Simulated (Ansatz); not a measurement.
For rutile PbO₂, rVV10 (PAW; Ansatz, a program for electronic structure) gives:

- lattice constant a = 5.068 Å
- lattice parameter c = 3.493 Å
- formation enthalpy = -0.966 eV/atom

Task: What does r²SCAN in Ansatz (plane waves, PAW) give for the same quantities?

Result: 
- lattice constant a: 4.986 Å (decreases by 1.6 %)
- lattice parameter c: 3.405 Å (shrinks by 2.5 %)
- formation enthalpy: -0.963 eV/atom (moves by +0.003 eV/atom)

For comparison: lattice constant a 4.958 Å (measured, room temperature, not corrected to a static lattice, our sources range from 4.950 to 4.958; as tabulated in Hiroi (2015), arXiv:1503.02262); lattice parameter c 3.388 Å (measured, room temperature, no zero-point or thermal correction; as tabulated in Hiroi (2015), arXiv:1503.02262); formation enthalpy -0.948 eV/atom (measured, 298 K, no zero-point or thermal correction; as tabulated in Friedrich et al. (2018), arXiv:1811.08952).

Changes are worked out from the printed values.

Unless a cell is named, each level is at its own relaxed cell (rVV10 14.95, r²SCAN 14.11 Å³/atom).

Levels without +SOC leave out spin–orbit coupling, which shifts energies and cells of such heavy elements.

Ansatz's density-functional and Hartree–Fock values are scalar-relativistic unless marked +SOC, with PAW data made under PBE.
